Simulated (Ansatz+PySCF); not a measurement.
## doublet CO2(+): levels of theory in one basis

```xyz
3

C     0.0000    0.0000    0.0000
O     0.0000    0.0000    1.1512
O     0.0000    0.0000   -1.1512
```

Basis set: cc-pVTZ (spherical functions). Left uncorrelated: 3 orbitals. Correlation on ROHF uses semicanonical orbitals with singles. Charge 1, multiplicity 2.

Computed with Ansatz (development build ahead of 0.2.0) and PySCF 2.14.0; each method stands on the lowest determinant of its kind that the runs found.

```tsv
method	E − E(ROHF) (eV)	<S²> of the determinant
ROHF	0.00	0.75
UHF	-0.88	0.94
ROHF-MP2	-15.32	–
UHF-MP2	-14.99	0.94
UHF-CCSD	-15.72	0.94
```

**Question.** What does UHF-CCSD(T) give on the same scale?

**Answer.** -16.41 eV.

Caution for ROHF, ROHF-MP2: an unrestricted determinant lies well below; the determinant breaks the point group. Caution for UHF, UHF-MP2, UHF-CCSD, UHF-CCSD(T): the unrestricted determinant is spin contaminated. Caution for ROHF-MP2, UHF-MP2: MP2 on this radical cation hangs on the determinant chosen. Caution for ROHF-MP2: another reference gives a lower total. Caution for UHF-MP2: forces differ strongly between restricted and unrestricted references.
